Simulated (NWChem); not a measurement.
System: ammonia (NH$_{3}$); SMILES N

Here is an NWChem input.

```
start job
memory heap 200 mb stack 900 mb global 1100 mb
geometry units angstroms noautosym nocenter noautoz
  N      0.000000     0.000000     0.138852
  H      0.661761     0.661761    -0.266384
  H      0.242221    -0.903982    -0.266384
  H     -0.903982     0.242221    -0.266384
end
basis spherical
  N library def2-tzvp
  H library def2-tzvp
end
dft
  xc pbe0
  iterations 150
end
property
  efieldgrad
end
task dft property
```

Structure relaxed at the PBE0/def2-SVP level.

Vzz is the largest principal value of the second derivative of the potential at the nucleus (NWChem prints the opposite sign); η is the asymmetry. Non-relativistic.

Atoms are numbered as in the input.

Predict the main results of this run. (PBE0/def2-TZVP.) Quantities: Vzz N1 (a.u.); η N1.


```
Item            Value
-------------  ------
Vzz N1 (a.u.)  -0.880
η N1             0.00
```
